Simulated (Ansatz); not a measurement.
2H MoS2 was calculated with LDA in Ansatz (PAW).

Numerical settings: plane-wave cutoff 520 eV, 12×12×4 k mesh (along the axes of the cell as run), perturbation theory, no spin polarisation, scalar-relativistic PAW data made under PBE.

The cell has the measured lattice parameters. Conventional cell: a = 3.1600 Å, b = 3.1600 Å, c = 12.2940 Å, α = 90.00°, β = 90.00°, γ = 120.00°.

```cif
data_Mo2S4
_chemical_formula_sum 'Mo2 S4'
_space_group_name_H-M_alt 'P63/mmc'
_space_group_IT_number 194
_space_group_name_Hall '-P 6c 2c'
_cell_length_a 3.16000
_cell_length_b 3.16000
_cell_length_c 12.29400
_cell_angle_alpha 90.000
_cell_angle_beta 90.000
_cell_angle_gamma 120.000
loop_
_atom_site_label
_atom_site_type_symbol
_atom_site_symmetry_multiplicity
_atom_site_Wyckoff_symbol
_atom_site_fract_x
_atom_site_fract_y
_atom_site_fract_z
_atom_site_occupancy
Mo1 Mo 2 c 0.33333 0.66667 0.25000 1
S1 S 4 f 0.66667 0.33333 0.12452 1
```

Harmonic phonon frequencies (cm⁻¹; i marks an imaginary mode; at Γ without the LO shift):

| q point | frequencies |
|---|---|
| Γ | 0 0 0 29 29 42 284 284 286 286 383 383 383 383 407 409 465 468 |
| M | 153 156 166 174 231 234 303 305 328 334 351 352 363 364 384 384 408 408 |
| K | 180 180 184 184 231 232 321 321 332 334 334 334 369 369 375 377 395 395 |

No imaginary mode appears at these points.

Note: the cell isn't this level's own, so it is under some stress, which shifts stiffness and frequencies.

Ansatz is an electronic-structure program.
